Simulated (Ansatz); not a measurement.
Process, species as SMILES: CN(C)C + 3 [H][H] (H2) → 3 C (CH4) + N (NH3)
B3LYP-D3(BJ)/def2-TZVP geometries, fixed; electronic energies without zero-point terms.

Basis-set convergence of the energy of full hydrogenation at r2SCAN with Ansatz (a quantum-chemistry and plane-wave program). All functions are spherical. The program fits the integrals of some runs and decomposes those of others, by size. No added dispersion term, no relativity. Functions are those of the species that has most. Reference: the value in aug-cc-pVQZ, -69.88 kcal/mol, itself unsure by roughly 0.18 kcal/mol (its mean distance from def2-QZVPPD, pcseg-3, def2-QZVPP). Deviations are taken from unrounded values.

| basis | functions | energy of full hydrogenation (kcal/mol) | minus reference (kcal/mol) |
|---|---|---|---|
| STO-3G | 29 | -44.40 | 25.49 |
| pcseg-1 | 101 | -65.88 | 4.00 |
| 6-311G** | 126 | -67.45 | 2.43 |
| 6-311+G** | 142 | -69.42 | 0.47 |
| aug-pcseg-1 | 173 | -66.66 | 3.22 |
| def2-TZVP | 178 | -68.04 | 1.84 |
| 6-311++G(2d,2p) | 198 | -71.26 | -1.38 |
| def2-TZVPD | 229 | -68.65 | 1.24 |
| cc-pVTZ | 246 | -69.44 | 0.44 |
| def2-TZVPP | 250 | -69.99 | -0.11 |
| jun-cc-pV(T+d)Z | 282 | -70.65 | -0.77 |
| def2-TZVPPD | 301 | -70.33 | -0.45 |
| 6-311++G(3df,3pd) | 318 | -69.39 | 0.49 |
| aug-cc-pVTZ | 391 | -70.46 | -0.58 |
| aug-pcseg-2 | 391 | -70.65 | -0.77 |
| cc-pVQZ | 490 | -69.45 | 0.43 |
| pcseg-3 | 537 | -70.10 | -0.21 |
| aug-cc-pVQZ | 734 | -69.88 | 0.00 |
